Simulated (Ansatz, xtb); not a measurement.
**Isomers of C5H4O in order of energy**

3 gas-phase structures of C5H4O, from a drawn sample of its isomers (lower ones may exist). Each was relaxed with GFN2-xTB; where two conformers were screened, the lower at r2SCAN-D4/def2-SVP is listed:

A. `C#C/C=C\C=O`, a singlet
B. `C#C/C=C/C=O`, a singlet
C. `C#CC(=C)C=O`, a singlet

Q: Make a reasoned guess at their ranking by r2SCAN-D4/def2-SVP single-point energy.

A: Calculated order at r2SCAN-D4/def2-SVP: B (0.0), A (1.2), C (3.1) kcal/mol.

Energies above the lowest of each column, in kcal/mol; the last columns are at B3LYP-D3(BJ)/def2-SVP geometries:

| structure | GFN2-xTB | HF/STO-3G | r2SCAN-D4/def2-SVP | B3LYP-D3(BJ)/def2-SVP | CCSD(T)/def2-SVP + ΔMP2/def2-TZVPP |
| --- | --- | --- | --- | --- | --- |
| B | 0.0 | 0.0 | 0.0 | 0.0 | 0.0 |
| A | 0.4 | 0.4 | 1.2 | 0.9 | 0.8 |
| C | 3.4 | 0.8 | 3.1 | 2.5 | 1.3 |

Every level run on B puts it lowest or level with the lowest. Flexible structures stand in one conformer each, not always the lowest. ΔMP2 is the change of the MP2 energy from the smaller to the larger basis.

Programs: Ansatz 0.2.0, xtb 6.7.1.
